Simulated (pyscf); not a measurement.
Thermochemistry of product channels of GeH₂ (SMILES [GeH2]) [singlet] + Cl–Cl (SMILES ClCl) on the singlet surface, in kcal/mol, from CCSD(T)/def2-TZVPP + ΔMP2(QZVPP) energies (ideal gas, 1 atm, RRHO with modes under 100 cm⁻¹ raised to 100, one conformer, R ln 2 for rigid chiral ones). PySCF, gas phase, ωB97X-D3(BJ)/def2-SVP geometries. Correlated levels are frozen-core, on RHF or UHF. ΔMP2 is the change of the MP2 total energy from the triple- to the quadruple-zeta basis.

```csv
products,ΔE,ΔH(298 K),ΔG(298 K),ΔG(900 K)
Cl–GeH: (SMILES [Cl][GeH]) [singlet] + HCl (SMILES Cl),-71.6,-70.5,-71.0,___
Cl–GeH₂–Cl (SMILES [Cl][GeH2][Cl]),___,-112.9,-102.6,-82.2
```

Task: Some entries are withheld; supply them.

Result: 
- Cl–GeH: (SMILES [Cl][GeH]) [singlet] + HCl (SMILES Cl), ΔG(900 K): -72.2
- Cl–GeH₂–Cl (SMILES [Cl][GeH2][Cl]), ΔE: -115.9

These are energies of the channels, which say nothing of barriers. The CCSD(T) − MP2 part came from Ansatz, without density fitting, on the same reference. The frozen core leaves the outer d or s,p core shells of the metals and heavy elements correlated in the MP2 and CC values, and def2-TZVPP describes them poorly, which can shift differences by a few kcal/mol. Elements up to Kr have no core potential and no relativistic terms here.
